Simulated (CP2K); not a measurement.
**SiH3Cl (chlorosilane) at HF/STO-3G**

Aim: the energy change on altering one bond length of SiH3Cl (chlorosilane) at HF/STO-3G, from 2 runs. 

The calculation is run with CP2K 2026.2.

11 further runs of the same task are left out: 7 that didn't finish, 4 set aside as unsound or not needed.

### Step 1. Starting point

The species is SiH3Cl (5 atoms), meant as a singlet with charge 0. SMILES: `[SiH3]Cl`. The coordinates come from a PBE0-D4/def2-TZVP relaxation.

Bond lengths: Si1–Cl2 2.054 Å, Si1–H3 1.481 Å, Si1–H4 1.481 Å, Si1–H5 1.481 Å. Angles: Cl2–Si1–H3 108.5°, Cl2–Si1–H4 108.5°, Cl2–Si1–H5 108.5°, H3–Si1–H4 110.4°, H3–Si1–H5 110.4°, H4–Si1–H5 110.4°.

### Step 2. The energy at HF/STO-3G

File gas.inp:

```
&GLOBAL
    PROJECT gas
    RUN_TYPE ENERGY
    PRINT_LEVEL MEDIUM
&END GLOBAL

&FORCE_EVAL
    METHOD QUICKSTEP
    &DFT
        BASIS_SET_FILE_NAME ./sto_3g.basis
        POTENTIAL_FILE_NAME POTENTIAL
        CHARGE 0
        MULTIPLICITY 1
        &QS
            METHOD GAPW
            EPS_DEFAULT 1.0E-10
        &END QS
        &MGRID
            CUTOFF 280
            REL_CUTOFF 50
            NGRIDS 4
        &END MGRID
        &POISSON
            PERIODIC NONE
            POISSON_SOLVER MULTIPOLE
        &END POISSON
        &SCF
            SCF_GUESS ATOMIC
            EPS_SCF 1.0E-07
            MAX_SCF 80
            ADDED_MOS 5
            &DIAGONALIZATION
                ALGORITHM STANDARD
            &END DIAGONALIZATION
            &MIXING
                METHOD DIRECT_P_MIXING
                ALPHA 0.4
            &END MIXING
        &END SCF
        &XC
            &XC_FUNCTIONAL NONE
            &END XC_FUNCTIONAL
            &HF
                FRACTION 1
                &SCREENING
                    EPS_SCHWARZ 1.0E-10
                    SCREEN_ON_INITIAL_P F
                &END SCREENING
                &INTERACTION_POTENTIAL
                    POTENTIAL_TYPE COULOMB
                &END INTERACTION_POTENTIAL
                &MEMORY
                    MAX_MEMORY 1050
                &END MEMORY
            &END HF
        &END XC
        &PRINT
            &MOMENTS
                PERIODIC F
                REFERENCE COM
                MAX_MOMENT 1
            &END MOMENTS
            &MO ON
                ENERGIES T
                OCCUPATION_NUMBERS T
                NDIGITS 6
                &EACH
                    QS_SCF 0
                &END EACH
                ADD_LAST NUMERIC
            &END MO
            &LOWDIN ON
            &END LOWDIN
            &HIRSHFELD OFF
            &END HIRSHFELD
        &END PRINT
    &END DFT
    &SUBSYS
        &CELL
            ABC [angstrom] 9.8 9.1 9.4
            PERIODIC NONE
        &END CELL
        &COORD
            UNIT bohr
            Si    -0.2116493     0.0351489    -0.0583925
            Cl     3.4738835    -0.9703744     0.6234206
            H     -1.7969406    -0.9227533     2.0392035
            H     -1.0104366    -1.1068126    -2.4848009
            H     -0.3605597     2.8258964    -0.1978543
        &END COORD
        &TOPOLOGY
            &CENTER_COORDINATES
            &END CENTER_COORDINATES
        &END TOPOLOGY
        &KIND Si
            BASIS_SET STO-3G
            POTENTIAL ALL
            LEBEDEV_GRID 194
            RADIAL_GRID 100
        &END KIND
        &KIND Cl
            BASIS_SET STO-3G
            POTENTIAL ALL
            LEBEDEV_GRID 194
            RADIAL_GRID 100
        &END KIND
        &KIND H
            BASIS_SET STO-3G
            POTENTIAL ALL
            LEBEDEV_GRID 194
            RADIAL_GRID 100
        &END KIND
    &END SUBSYS
&END FORCE_EVAL
```

Run with:

```bash
$ OMP_NUM_THREADS=1 cp2k.psmp -i gas.inp -o gas.out
```

Standard output:

```text
CP2K| version string:                                       CP2K version 2026.2
[...]
 GLOBAL| Method name                                                        CP2K
[...]
 GLOBAL| Run type                                                         ENERGY
[...]
 *** WARNING in qs_environment.F:2210 :: More added MOs requested than     ***
 *** available. The full set of unoccupied MOs will be used. Use           ***
 *** 'ADDED_MOS -1' to always use all available MOs and to get rid of this ***
[...]
 DFT| Spin restricted Kohn-Sham (RKS) calculation                            RKS
 DFT| Multiplicity                                                             1
[...]
 DFT| Charge                                                                   0
[...]
 QS| Method:                                                                GAPW
[...]
 QS| Density cutoff [a.u.]:                                                140.0
[...]
 QS| Relative density cutoff [a.u.]:                                        25.0
[...]
                             - Atoms:                                          5
[...]
                             - Spherical basis functions:                     21
[...]
 Number of electrons:                                                         34
[...]
     1 P_Mix/Diag. 0.40E+00    0.5     1.23840340      -741.2346540911 -7.41E+02
[...]
    15 DIIS/Diag.  0.12E-07    0.2     0.00000001      -741.9731734613  2.27E-13
  *** SCF run converged in    15 steps ***
[...]
  Overlap energy of the core charge distribution:               0.00000011267289
  Self energy of the core charge distribution:               -328.73425551804496
  Core Hamiltonian energy:                                   -415.46988570531494
  Hartree energy:                                              75.36936171093008
  Exchange-correlation energy:                                  0.00000000000000
  Hartree-Fock Exchange energy:                               -49.14806401146367
[...]
                     Mulliken Population Analysis
 #  Atom  Element  Kind  Atomic population                           Net charge
       1     Si       1         13.230389                              0.769611
       2     Cl       2         17.394488                             -0.394488
       3     H        3          1.125162                             -0.125162
       4     H        3          1.125179                             -0.125179
       5     H        3          1.124782                             -0.124782
 # Total charge                             34.000000                 -0.000000
[...]
  Dipole moment [Debye]
    X= -0.2703911E+01 Y=  0.7406441E+00 Z= -0.5010187E+00  Total=      2.8479301
 ENERGY| Total FORCE_EVAL ( QS ) energy [hartree]           -741.973173461297506
[...]
```

Wall time 3.6 s (1 thread of Arm Neoverse V2, shared host); peak memory 0.45 GiB.

### Step 3. The distorted shape

File molecule.xyz:

```xyz
5

Si    -0.017442    -1.753530     0.057658
Cl     1.932858    -2.285630     0.418458
H     -0.856342    -2.260430     1.167658
H     -0.440142    -2.357830    -1.226342
H     -0.190800     1.495400    -0.104700
```

File mol.inp:

```
&GLOBAL
   PROJECT_NAME mol
   RUN_TYPE ENERGY
   PRINT_LEVEL MEDIUM
&END GLOBAL

&FORCE_EVAL
   METHOD Quickstep
   &DFT
      BASIS_SET_FILE_NAME ./sto_3g.basis
      POTENTIAL_FILE_NAME POTENTIAL
      &QS
         METHOD GAPW
         EPS_DEFAULT 1.0E-10
      &END QS
      &MGRID
         CUTOFF 280
         REL_CUTOFF 50
         NGRIDS 4
      &END MGRID
      &POISSON
         PERIODIC NONE
         POISSON_SOLVER MULTIPOLE
      &END POISSON
      &SCF
         SCF_GUESS ATOMIC
         EPS_SCF 1.0E-06
         MAX_SCF 40
         &OT
            MINIMIZER DIIS
            PRECONDITIONER FULL_ALL
         &END OT
         &OUTER_SCF
            EPS_SCF 1.0E-06
            MAX_SCF 8
         &END OUTER_SCF
      &END SCF
      &XC
         &XC_FUNCTIONAL NONE
         &END XC_FUNCTIONAL
         &HF
            FRACTION 1
            &SCREENING
               EPS_SCHWARZ 1.0E-10
            &END SCREENING
            &MEMORY
               MAX_MEMORY 1050
            &END MEMORY
         &END HF
      &END XC
      &PRINT
         &MOMENTS
            PERIODIC F
            REFERENCE COM
            MAX_MOMENT 1
         &END MOMENTS
         &MO_CUBES
            NLUMO 5
            NHOMO -1
            WRITE_CUBE F
         &END MO_CUBES
         &LOWDIN ON
         &END LOWDIN
         &HIRSHFELD OFF
         &END HIRSHFELD
      &END PRINT
   &END DFT
   &SUBSYS
      &CELL
         ABC 9.8 10.9 9.4
         PERIODIC NONE
      &END CELL
      &TOPOLOGY
         COORD_FILE_NAME molecule.xyz
         COORD_FILE_FORMAT XYZ
         &CENTER_COORDINATES
         &END CENTER_COORDINATES
      &END TOPOLOGY
      &KIND Si
         BASIS_SET STO-3G
         POTENTIAL ALL
         LEBEDEV_GRID 194
         RADIAL_GRID 100
      &END KIND
      &KIND Cl
         BASIS_SET STO-3G
         POTENTIAL ALL
         LEBEDEV_GRID 194
         RADIAL_GRID 100
      &END KIND
      &KIND H
         BASIS_SET STO-3G
         POTENTIAL ALL
         LEBEDEV_GRID 194
         RADIAL_GRID 100
      &END KIND
   &END SUBSYS
&END FORCE_EVAL
```

Run with:

```bash
$ OMP_NUM_THREADS=1 cp2k.psmp -i mol.inp > mol.out 2>&1
```

Standard output, cut to the lines that bear on the results:

```text
CP2K| version string:                                       CP2K version 2026.2
[...]
 GLOBAL| Method name                                                        CP2K
[...]
 GLOBAL| Run type                                                         ENERGY
[...]
 DFT| Spin restricted Kohn-Sham (RKS) calculation                            RKS
 DFT| Multiplicity                                                             1
[...]
 DFT| Charge                                                                   0
[...]
 QS| Method:                                                                GAPW
[...]
 QS| Density cutoff [a.u.]:                                                140.0
[...]
 QS| Relative density cutoff [a.u.]:                                        25.0
[...]
                             - Atoms:                                          5
[...]
                             - Spherical basis functions:                     21
[...]
 Number of electrons:                                                         34
[...]
     1 OT DIIS     0.15E+00    0.6     1.09252824      -696.9747505222 -6.97E+02
[...]
     6 OT DIIS     0.15E+00    0.2     0.00000048      -741.5448799875 -7.99E-10
  *** SCF run converged in     6 steps ***
[...]
  Overlap energy of the core charge distribution:               0.00000007735344
  Self energy of the core charge distribution:               -328.73425551804496
  Core Hamiltonian energy:                                   -415.17794420646874
  Hartree energy:                                              75.28284070410390
  Exchange-correlation energy:                                  0.00000000000000
  Hartree-Fock Exchange energy:                               -48.99798490101743
[...]
                     Mulliken Population Analysis
 #  Atom  Element  Kind  Atomic population                           Net charge
       1     Si       1         13.287602                              0.712398
       2     Cl       2         17.365748                             -0.365748
       3     H        3          1.119509                             -0.119509
       4     H        3          1.119592                             -0.119592
[...]
  Dipole moment [Debye]
    X= -0.2447632E+01 Y= -0.6217266E+00 Z= -0.4005918E+00  Total=      2.5569358
[...]
 HOMO - LUMO gap [eV] :    3.646228
 ENERGY| Total FORCE_EVAL ( QS ) energy [hartree]           -741.544879987490049
[...]
```

Wall time 10 s (1 thread of Arm Neoverse V2, shared host); peak memory 0.52 GiB.

### Step 4. Outcome

At HF/STO-3G:

| quantity | value |
| --- | --- |
| first shape: total energy | -741.97317 Eh |
| first shape: dipole moment | 2.85 D |
| first shape: HOMO energy | -10.15 eV |
| first shape: LUMO energy | 9.57 eV |
| first shape: HOMO–LUMO gap | 19.73 eV |
| distorted shape: total energy | -741.54488 Eh |
| distorted shape: dipole moment | 2.56 D |
| distorted shape: HOMO energy | -3.46 eV |
| distorted shape: LUMO energy | 0.19 eV |
| distorted shape: HOMO–LUMO gap | 3.65 eV |
| energy change with the Si1–H5 bond stretched from 1.481 to 3.258 Å | 11.654 eV |

What this shows: One bond (distorted shape) is far stretched, which a spin-restricted single reference describes badly; a broken-symmetry solution may lie lower. With the Si1–H5 bond stretched from 1.481 to 3.258 Å the energy rises by 11.65 eV (1124 kJ/mol). The first shape isn't relaxed at this level, so the change isn't measured from a minimum. A restricted reference can't describe the breaking bond well at this length. The minimal basis adds a large error of its own.
